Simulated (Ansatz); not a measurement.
C2H5FO (`CC(O)F`), relaxed with RKS PBE0-D4/def2-TZVP in Ansatz from a PBE-D4/def2-SVP geometry. The force threshold is 0.005 eV/Å; the program also tests the step.

Total charge 0; spin multiplicity 1.

Start:

```xyz
9

C     0.494    0.102   -0.898
C    -0.225   -0.272    0.378
O    -0.335    0.855    1.175
F    -1.501   -0.760    0.056
H    -0.055    0.930   -1.389
H     1.525    0.440   -0.677
H     0.534   -0.764   -1.585
H     0.283   -1.113    0.913
H    -0.720    0.580    2.028
```

```csv
step,energy (eV),largest force (eV/Å),largest move (Å)
1,-6915.2741,0.729,0.000
2,-6915.3057,0.211,0.015
3,-6915.3089,0.029,0.010
4,-6915.3090,0.014,0.002
5,-6915.3090,0.003,0.002
```

End:

```xyz
9

C     0.490    0.104   -0.896
C    -0.218   -0.272    0.372
O    -0.335    0.841    1.172
F    -1.486   -0.751    0.060
H    -0.050    0.917   -1.383
H     1.505    0.434   -0.672
H     0.533   -0.754   -1.568
H     0.277   -1.099    0.898
H    -0.716    0.580    2.016
```

Hardware: 2 threads of an Intel Xeon on a shared host. Wall time 64 s, peak host memory 0.29 GiB.
